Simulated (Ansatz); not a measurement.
Input file:

```yaml
crystal:
  periodic: [false, false, false]
  atoms:
    - {symbol: Co, position_ang: [0.000000, 0.017017, 0.366958]}
    - {symbol: N, position_ang: [0.000000, -0.131364, -1.414986]}
    - {symbol: H, position_ang: [0.000000, 0.830517, -1.792482]}
basis:
  gaussian: {orbitals: def2-mTZVP}
magnetization: {spin_polarized: false, initial_magnetization: 1}
correlation: {method: bccd, electrons: outside_noble_gas}
symmetry: c1
output: {forces: true}
```

```sh
$ ansatz run in.yaml --threads 1 --pin off --events-out ev --progress --plain --max-ram 2393MiB
```

(1) One thing in this input was set wrong on purpose, beside settings that are merely unusual. What is the gravest fault, and what does the program do?

Answers

(1) Unknown input key. How the run ends: refused.
```
Error: YAML parse error: error: line 11 column 1: unknown field `symmetry`, expected one of crystal, accuracy, basis, kpoints, hamiltonian, magnetization, projection, total_charge, correlation, batch, efield, external_charges, scf, relax, neb, saddle, md, ramp, phonons, dielectric, real_time, elastic, magnetic_configurations, gw, evaluate, workflow, output, checkpoint, execution
  --> <input>:11:1
   |
 9 | magnetization: {spin_polarized: false, initial_magnetization: 1}
10 | correlation: {method: bccd, electrons: outside_noble_gas}
11 | symmetry: c1
   | ^ unknown field `symmetry`, expected one of crystal, accuracy, basis, kpoints, hamiltonian, magnetization, projection, total_charge, correlation, batch, efield, external_charges, scf, relax, neb, saddle, md, ramp, phonons, dielectric, real_time, elastic, magnetic_configurations, gw, evaluate, workflow, output, checkpoint, execution
12 | output: {forces: true}
   |
```
